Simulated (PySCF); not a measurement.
Compound: 2-methyl-1-pentene, C6H12.
SMILES: `C=C(C)CCC`

Torsions of this conformer, `[CH2:1]=[C:2]([CH3:3])[CH2:4][CH2:5][CH3:6]`: C1–C2–C4–C5 -118°, C2–C4–C5–C6 60°.

The closed-shell ground state was solved at several levels (PySCF, density fitting, gas phase, non-relativistic). The structure is a single PBE0-D3(BJ)/def2-SVP conformer in the gas phase; no vibrational or solvent corrections.

```tsv
level	basis functions	HOMO (eV)	LUMO (eV)	gap (eV)	dipole (D)
PBE0/pcSseg-1	162	-7.02	0.51	7.53	0.56
wB97X-D/def2-SVPD	216	-8.88	2.14	11.02	0.59
B3LYP/pcJ-1	282	-6.79	0.28	7.07	0.55
```

Q: What might B3LYP/pcSseg-1 (162 basis functions) give for the same quantities?

A: HOMO -6.80 eV, LUMO 0.28 eV, gap 7.08 eV, dipole 0.56 D.

Q: How far do the dipole and the HOMO energy spread over the levels?

A: The dipole runs from 0.55 to 0.59 D (mean 0.56 D) and the HOMO from -8.88 to -6.79 eV.
